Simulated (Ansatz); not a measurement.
Results of PBE (PAW; Ansatz, a quantum-chemistry and plane-wave program) for antiferromagnetic (type II) rock-salt NiO.

Numerical settings: plane-wave cutoff 520 eV, 14×14×14 k mesh, Fermi–Dirac smearing 0.01 eV, spin-polarised with opposed moments, scalar-relativistic PAW data made under PBE.

Shape and atoms are relaxed at each volume.

Pressure at four volumes; x = ln(V/9.209 Å³). One pressure is withheld.

| V (Å³/atom) | x | P (GPa) |
|---|---|---|
| 8.840 | -0.0409 | 8.66 |
| 9.209 | 0.0000 | 0.00 |
| 9.393 | 0.0198 | -3.66 |
| 9.577 | 0.0392 | ? |

Q: Pass a parabola P(x) through the three rows shown, estimate the bulk modulus and its pressure derivative near zero pressure, and predict the withheld pressure.

A: Slopes between the rows: (0.00 − (8.66))/(0.0000 − (-0.0409)) = -211.74 and (-3.66 − (0.00))/(0.0198 − (0.0000)) = -184.85 GPa. Their difference over the span 0.0607 is c = 26.89/0.0607 = 443.0 GPa, so P(x) = 8.66 + (-211.74)(x − (-0.0409)) + 443.0 (x − (-0.0409))(x − (0.0000)). At the middle row B = −dP/dx = −[-211.74 + 443.0 × 0.0409] = 193.6 GPa, and B′ = dB/dP = 2c/B = 4.6. At x = 0.0392 the parabola gives -6.91 GPa; the run gives -6.94 GPa. The Birch–Murnaghan fit to the energies at all volumes has B0 = 193 GPa and B′ = 4.5.

Measured, for comparison: bulk modulus 192 ± 7 GPa (room temperature, not corrected to a static lattice, equation of state from high-pressure X-ray diffraction, sources range from 174 to 209; as tabulated in Gavriliuk et al., The first-order structural transition in NiO at high …). Computed less measured: bulk modulus +0.5 % (inside the range of the sources held). A static lattice is as a rule a little smaller and stiffer than an uncorrected measurement, which can account for part of this in the bulk modulus.

Note: without U or exact exchange, gaps and moments of open d shells tend to come out too small.
